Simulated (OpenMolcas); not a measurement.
# SiHCl (SMILES [SiH]Cl): a chain of runs

Aim: the energy (HF/ANO-R0), then a single-point energy (CASSCF(2,2)/ANO-R1), then the energy along one coordinate (CASPT2(2,2)/ANO-R1), then the energy along one coordinate (SC-NEVPT2(2,2)/ANO-R1), then the energy along one coordinate (MC-PDFT[tPBE](2,2)/ANO-R1) of SiHCl. 

The calculation is run with OpenMolcas 26.06.

### Step 1. The molecule

SiHCl: 3 atoms, total charge 0, spin state singlet. SMILES: `[SiH]Cl`. The coordinates come from a PBE0-D4/def2-TZVP relaxation.

Bond lengths: Si1–Cl2 2.077 Å, Si1–H3 1.529 Å. Angles: Cl2–Si1–H3 94.7°.

### Step 2. The energy at HF/ANO-R0 (sfX2C) (run 1)

File coord.xyz:

```xyz
3

Si    -0.548300     0.570970    -0.233910
Cl     1.275420     0.352820     0.736230
H     -0.727130    -0.923790    -0.502320
```

File step1.inp:

```
* ClHSi Hartree-Fock

&GATEWAY
  Coord
  coord.xyz
  Basis
  ANO-R0
  Group
  NoSym

&SEWARD

&SCF
  PrOrbitals
  0

&LOCALISATION
  Occupied
  Freeze
  Pipek-Mezey

&LOCALISATION
  FileOrb
  $Project.LocOrb
  Virtual
  Pipek-Mezey
```

On the command line:

```
$ export MOLCAS_MEM=1860
$ pymolcas step1.inp > step1.log
```

The program printed:

```text
--- Start Module: gateway ---
[...]
--- Stop Module: gateway /rc=_RC_ALL_IS_WELL_ ---
[...]
      Basis functions           19
[...]
       Convergence after   9 Iterations
[...]
::    Total SCF energy                               -750.8469766571
[...]
      Total spin, S                                     0.0000000000
[...]
      Total electronic charge=   32.000000
      Total            charge=   -0.000000
[...]
      Dipole Moment (debye):
      Origin of the operator (angstrom)=    0.4461    0.4281    0.2923
                   X= -2.4157E-01               Y=  1.0117E+00               Z= -1.6179E-02           Total=  1.0403E+00
      Quadrupole Moment (debye*angstrom):
[...]
--- Start Module: localisation ---
[...]
--- Stop Module: localisation /rc=_RC_ALL_IS_WELL_ ---
--- Start Module: localisation ---
[...]
--- Stop Module: localisation /rc=_RC_ALL_IS_WELL_ ---
[...]
```

It took 1.9 s on 1 thread of Arm Neoverse V2, shared host; peak memory 0.37 GiB.

### Step 3. A single-point energy at CASSCF(2,2)/ANO-R1 (sfX2C) (run 2)

coord.xyz is that of step 2.

File step2.inp:

```
&GATEWAY
COORD=coord.xyz
BASIS=ANO-R0
GROUP=NoSym
&SEWARD
&RASSCF
FILEORB=$CurrDir/step1.LocOrb
ALTER=2
1 12 16
1 17 18
SPIN=1
NACTEL=2 0 0
INACTIVE=15
RAS2=2
ORBLISTING=Nothing
>>> COPY $Project.RunFile RUNFIL1
>>> COPY $Project.RasOrb INPORB
&GATEWAY
COORD=coord.xyz
BASIS=ANO-R1
GROUP=NoSym
&SEWARD
>>> COPY $Project.RunFile RUNFIL2
&EXPBAS
&RASSCF
FILEORB=$Project.ExpOrb
SPIN=1
NACTEL=2 0 0
INACTIVE=15
RAS2=2
ORBLISTING=Nothing
ORBAPPEAR=Compact
```

On the command line:

```
$ export MOLCAS_MEM=1860
$ pymolcas step2.inp > step2.log
```

The program printed:

```text
--- Start Module: gateway ---
[...]
      Basis functions           19
[...]
      Number of active orbitals                  2
[...]
      Spin quantum number                      0.0
[...]
      Active orbitals                            2
[...]
      Number of CSFs                             3
[...]
      Number of root(s) required                 1
[...]
      Convergence after 15 iterations
[...]
      printout of CI-coefficients larger than  0.05 for root  1
      energy=    -750.854549
      conf/sym  11     Coeff  Weight
             1  20   0.99415 0.98833
             3  02  -0.10804 0.01167
      Natural orbitals and occupation numbers for root  1
      sym 1:   1.976656   0.023344
      ************************************************************************************************************************
      *                                                    Final results                                                     *
[...]
::    RASSCF root number  1 Total energy:   -750.85454878
[...]
      Basis functions           41
[...]
      Convergence after 19 iterations
[...]
      Natural orbitals and occupation numbers for root  1
      sym 1:   1.978847   0.021153
      ************************************************************************************************************************
      *                                                    Final results                                                     *
[...]
::    RASSCF root number  1 Total energy:   -751.06350613
[...]
      Total electronic charge=   32.000000
      Total            charge=   -0.000000
[...]
      Dipole Moment (debye):
      Origin of the operator (angstrom)=    0.4461    0.4281    0.2923
                   X= -1.1577E+00               Y= -3.3028E-01               Z= -6.6944E-01           Total=  1.3775E+00
      Quadrupole Moment (debye*angstrom):
[...]
```

It took 5.1 s on 1 thread of Arm Neoverse V2, shared host; peak memory 0.41 GiB.

### Step 4. An energy scan at CASPT2(2,2)/ANO-R1 (sfX2C, ipea shift 0.25 Eh, pt2 variant SS) (run 3)

File step3.inp:

```
>>> COPY $CurrDir/step2.RasOrb $Project.RasOrb
>>> ForEach K in (1, 2, 3, 4, 5, 6, 7, 8, 9)

&GATEWAY
  Coord=$CurrDir/point$K.xyz
  Basis=ANO-R1
  Group=NoSym

&SEWARD

&RASSCF
  FileOrb=$Project.RasOrb
  Spin=1
  Nactel=2 0 0
  Inactive=15
  Ras2=2
  OrbListing=Nothing
  OrbAppear=Compact

&CASPT2
  Imaginary=0.2
  Frozen=10
>>> EndDo
```

On the command line:

```
$ export MOLCAS_MEM=1860
$ pymolcas step3.inp > step3.log
```

The program printed:

```text
[...]
      Basis functions           41
[...]
      Number of active orbitals                  2
[...]
      Spin quantum number                      0.0
[...]
      Active orbitals                            2
[...]
      Number of CSFs                             3
[...]
      Number of root(s) required                 1
[...]
      Convergence after 11 iterations
[...]
      printout of CI-coefficients larger than  0.05 for root  1
      energy=    -751.054800
      conf/sym  11     Coeff  Weight
             1  20   0.99638 0.99277
             3  02  -0.08504 0.00723
      Natural orbitals and occupation numbers for root  1
      sym 1:   1.985535   0.014465
      ************************************************************************************************************************
      *                                                    Final results                                                     *
[...]
::    RASSCF root number  1 Total energy:   -751.05479970
[...]
::    CASPT2 Root  1     Total energy:   -751.26201800
[...]
      Convergence after 11 iterations
[...]
      Natural orbitals and occupation numbers for root  1
      sym 1:   1.978854   0.021146
      ************************************************************************************************************************
      *                                                    Final results                                                     *
[...]
      Convergence after 14 iterations
[...]
      Convergence after 13 iterations
[...]
      Convergence after 15 iterations
[...]
::    RASSCF root number  1 Total energy:   -750.95700982
[...]
::    CASPT2 Root  1     Total energy:   -751.15859465
[...]
      Convergence after 12 iterations
[...]
::    RASSCF root number  1 Total energy:   -750.95371423
[...]
      Reference weight:           0.91185
[...]
::    CASPT2 Root  1     Total energy:   -751.15447097
[...]
```

It took 26 s on 1 thread of Arm Neoverse V2, shared host; peak memory 0.41 GiB.

The scan, from its lowest point:

```csv
H3–Si1 (Å),energy (kJ/mol)
1.376,21.2
1.529,0.0
1.682,12.7
1.911,58.4
2.217,129.6
2.600,204.2
3.058,260.9
3.670,292.7
4.587,303.5
```

### Step 5. An energy scan at SC-NEVPT2(2,2)/ANO-R1 (sfX2C, pt2 variant SC-NEVPT2) (run 4)

File step4.input:

```
* ClHSi NEVPT2
>>> COPY $CurrDir/step2.RasOrb $Project.RasOrb
>>> ForEach K in (1, 2, 3, 4, 5, 6, 7, 8, 9)

&GATEWAY
 Coord=$CurrDir/point$K.xyz
 Basis=ANO-R1
 Group=NoSym

&SEWARD

&RASSCF
 FileOrb=$Project.RasOrb
 Spin=1
 Nactel=2 0 0
 Inactive=15
 Ras2=2
 OrbListing=Nothing
 OrbAppear=Compact

&CASPT2
 SC-NEVPT2
 Frozen=10
>>> EndDo
```

On the command line:

```
$ export MOLCAS_MEM=1860
$ pymolcas step4.input > step4.log
```

The program printed:

```text
--- Start Module: gateway ---
[...]
      Basis functions           41
[...]
      Number of active orbitals                  2
[...]
      Spin quantum number                      0.0
[...]
      Active orbitals                            2
[...]
      Number of CSFs                             3
[...]
      Number of root(s) required                 1
[...]
      Convergence after 11 iterations
[...]
      printout of CI-coefficients larger than  0.05 for root  1
      energy=    -751.054800
      conf/sym  11     Coeff  Weight
             1  20   0.99638 0.99277
             3  02  -0.08504 0.00723
      Natural orbitals and occupation numbers for root  1
      sym 1:   1.985535   0.014465
      ************************************************************************************************************************
      *                                                    Final results                                                     *
[...]
::    RASSCF root number  1 Total energy:   -751.05479970
[...]
::    SC-NEVPT2 Root  1     Total energy:   -751.25715293
[...]
      Convergence after 11 iterations
[...]
      Natural orbitals and occupation numbers for root  1
      sym 1:   1.978854   0.021146
      ************************************************************************************************************************
      *                                                    Final results                                                     *
[...]
      Convergence after 14 iterations
[...]
      Convergence after 13 iterations
[...]
      Convergence after 15 iterations
[...]
::    RASSCF root number  1 Total energy:   -750.95700982
[...]
::    SC-NEVPT2 Root  1     Total energy:   -751.15838448
[...]
      Convergence after 12 iterations
[...]
::    RASSCF root number  1 Total energy:   -750.95371423
[...]
::    SC-NEVPT2 Root  1     Total energy:   -751.15461186
[...]
```

It took 25 s on 1 thread of Arm Neoverse V2, shared host; peak memory 0.41 GiB.

The scan, from its lowest point:

```csv
H3–Si1 (Å),energy (kJ/mol)
1.376,22.4
1.529,0.0
1.682,11.6
1.911,55.8
2.217,124.7
2.600,196.8
3.058,251.2
3.670,281.7
4.587,291.6
```

### Step 6. An energy scan at MC-PDFT[tPBE](2,2)/ANO-R1 (sfX2C) (run 5)

File step5.input:

```
>>> EXPORT MOLCAS_PRINT=2
>>> COPY $CurrDir/step2.RasOrb $Project.RasOrb
>>> ForEach K in (1, 2, 3, 4, 5, 6, 7, 8, 9)

&GATEWAY
 Coord=$CurrDir/point$K.xyz
 Basis=ANO-R1
 Group=NoSym

&SEWARD

&RASSCF
 FileOrb=$Project.RasOrb
 Spin=1
 Nactel=2 0 0
 Inactive=15
 Ras2=2
 OrbListing=Nothing
 OrbAppear=Compact

&MCPDFT
 KSDFT=T:PBE
>>> EndDo
```

On the command line:

```
$ export MOLCAS_MEM=1860
$ pymolcas step5.input > step5.log
```

The program printed:

```text
--- Start Module: gateway ---
[...]
      Basis functions           41
[...]
      Number of active orbitals                  2
[...]
      Spin quantum number                      0.0
[...]
      Active orbitals                            2
[...]
      Number of CSFs                             3
[...]
      Number of root(s) required                 1
[...]
      Convergence after 11 iterations
[...]
      printout of CI-coefficients larger than  0.05 for root  1
      energy=    -751.054800
      conf/sym  11     Coeff  Weight
             1  20   0.99638 0.99277
             3  02  -0.08504 0.00723
      Natural orbitals and occupation numbers for root  1
      sym 1:   1.985535   0.014465
      ************************************************************************************************************************
      *                                                    Final results                                                     *
[...]
::    RASSCF root number  1 Total energy:   -751.05479970
[...]
::    MCPDFT root number  1 Total energy:   -751.97838423
[...]
      Convergence after 11 iterations
[...]
      Natural orbitals and occupation numbers for root  1
      sym 1:   1.978854   0.021146
      ************************************************************************************************************************
      *                                                    Final results                                                     *
[...]
      Convergence after 14 iterations
[...]
      Convergence after 13 iterations
[...]
      Convergence after 15 iterations
[...]
::    RASSCF root number  1 Total energy:   -750.95700982
[...]
::    MCPDFT root number  1 Total energy:   -751.87297969
[...]
      Convergence after 12 iterations
[...]
::    RASSCF root number  1 Total energy:   -750.95371423
[...]
::    MCPDFT root number  1 Total energy:   -751.86906936
[...]
```

Run time: 27 s. Hardware: 1 thread of Arm Neoverse V2, shared host; peak memory 0.41 GiB.

The scan, from its lowest point:

```csv
H3–Si1 (Å),energy (kJ/mol)
1.376,24.4
1.529,0.0
1.682,9.8
1.911,52.4
2.217,122.3
2.600,199.3
3.058,262.9
3.670,301.1
4.587,311.4
```

### Step 7. What came out

| quantity | value |
| --- | --- |
| run 1, HF/ANO-R0: total energy | -750.84698 Eh |
| run 1, HF/ANO-R0: dipole moment | 1.04 D |
| run 1, HF/ANO-R0: HOMO energy | -9.57 eV |
| run 1, HF/ANO-R0: LUMO energy | -0.22 eV |
| run 1, HF/ANO-R0: HOMO–LUMO gap | 9.35 eV |
| run 2, CASSCF(2,2)/ANO-R1: total energy | -751.06351 Eh |
| run 2, CASSCF(2,2)/ANO-R1: dipole moment (CASSCF density) | 1.38 D |
| run 3, CASPT2(2,2)/ANO-R1: lowest energy of the scan | -751.27008 Eh |
| run 4, SC-NEVPT2(2,2)/ANO-R1: lowest energy of the scan | -751.26569 Eh |
| run 5, MC-PDFT[tPBE](2,2)/ANO-R1: lowest energy of the scan | -751.98766 Eh |

What this shows: Mulliken charges (run 1, HF/ANO-R0) run from -0.20 on Cl2 to +0.36 on Si1; they depend strongly on the basis. Mulliken charges (run 2, CASSCF(2,2)/ANO-R1) run from -0.22 on Cl2 to +0.17 on Si1.
